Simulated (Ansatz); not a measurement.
# CHOSi (sextet): the correlation ladder, def2-TZVPP

The task here is to estimate one member of a computed series from the others.

Computed with Ansatz 0.2.0, Gaussian basis. Level: def2-TZVPP, core rule «outside noble gas», up to 7 orbitals frozen.

The runs, in order: UHF; ROHF; CCSD(T) on UHF.

## What is computed

The geometry is a PBE0/def2-TZVP stationary point (not a proven minimum) of the parent state, kept for this charge and spin.

4 atoms, charge 0, spin multiplicity 6.

Atoms are counted from 1 here; the program's logs count them from 0.

Bond lengths: C1–O2 1.286 Å, C1–H4 1.089 Å, O2–Si3 1.707 Å. Angles: O2–C1–H4 123.9°, C1–O2–Si3 134.6°.

The first run:

in.yaml reads:

```yaml
crystal:
  periodic: [false, false, false]
  atoms:
    - {symbol: C, position_ang: [0.000000, -0.310298, 1.646633]}
    - {symbol: O, position_ang: [0.000000, 0.351816, 0.544141]}
    - {symbol: Si, position_ang: [0.000000, -0.073198, -1.108628]}
    - {symbol: H, position_ang: [0.000000, 0.152652, 2.632314]}
basis:
  gaussian: {orbitals: def2-TZVPP}
magnetization: {spin_polarized: true, initial_magnetization: 5}
hamiltonian: {xc: hf}
output: {orbitals: {seedname: orbitals}}
```

Launch:

```sh
$ ansatz run in.yaml --threads 1 --pin off --events-out ev --progress --plain --max-ram 4096MiB --backend cpu
```

Steps of the session up to this table: UHF; ROHF; CCSD(T) on UHF.

One table of the session follows, with a row left open; its other results are not shown here.

| method | from UCCSD(T) (kcal/mol) |
| --- | --- |
| ROHF | +265.35 |
| UHF | +261.01 |
| UMP2 | ? |
| UCCSD | +9.92 |
| UCCSD(T) | 0 |

Estimate the missing values for UMP2.

As computed: from UCCSD(T) (kcal/mol): +22.84. In the column «from UCCSD(T) (kcal/mol)» it lies between UCCSD (+9.92) and UHF (+261.01).
